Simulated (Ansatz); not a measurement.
How far each method lies from UCCSDT(Q) for H$_{2}$Si–AsH$_{2}$⁺, triplet

Geometry: that of the H2Si–AsH2, doublet, kept fixed. The singlet lies 1.9 eV lower here.

```csv
atom,x (Å),y (Å),z (Å)
Si,-0.1246,0.0000,1.6820
As,0.0578,0.0000,-0.6674
H,0.5618,-1.2100,2.2225
H,0.5618,1.2100,2.2225
H,-0.9728,-1.1040,-0.8506
H,-0.9728,1.1040,-0.8506
```

Basis cc-pVTZ; Ansatz 0.2.0. Only valence electrons are correlated (noble-gas cores and the filled d shells of p-block atoms frozen), which leaves 12 electrons in 114 orbitals. Prefix R: restricted or restricted open-shell reference; prefix U: unrestricted. No spin–orbit coupling is included, and no scalar relativity.

Full CI isn't at hand for all of this; UCCSDT(Q) serves as the reference, and is uncertain by about the last step of the cluster series. The frozen core follows each run's orbitals, which can shift R against U totals by a few meV for light atoms and by up to 0.1 eV past Ca.

- UHF ⟨S²⟩: 2.014
- T1 diagnostic (RCCSD): 0.0260
- largest doubles amplitude (RCCSD): 0.044
- T1 diagnostic (UCCSD): 0.0175

| level | E − E(RHF) (eV) |
| --- | --- |
| UHF | -0.1248 |
| UMP2 | -5.9956 |
| UCCSD | -7.1552 |
| UCCSD(T) | -7.3967 |

Task: Estimate how far UCCSDT(Q) in cc-pVTZ lies from UCCSD(T). The table doesn't fix it; the size of (T) and the diagnostics are the guide.

Result: UCCSDT(Q) in cc-pVTZ lies 1.94 mEh below UCCSD(T), which is 22 % of the (T) step (-8.87 mEh). The diagnostics are small and the rest is a small part of (T), but (T) is large here. The miss exceeds 1 kcal/mol.

The other levels:

```json
{"level": "UCCSDT", "E − E(UCCSDT(Q)) (mEh)": "0.36", "share of correlation (%)": "99.87", "wall time": "–"}
```

The correlation energy at UCCSDT(Q), counted from RHF, is -7.449 eV. That run took 70 s on 2 threads of AMD EPYC 7R13 with a shared H100 80 GB, shared host.

Run but not shown, since their state or frozen core can't be matched to the reference's or they repeat it: RHF, RMP2, RCCSD, RCCSD(T), BCCD(T), RCCSDT, RCCSDT(Q).

Times hold each run's SCF and search for its determinant on a shared host, so for small cases they say little of a method's own cost.
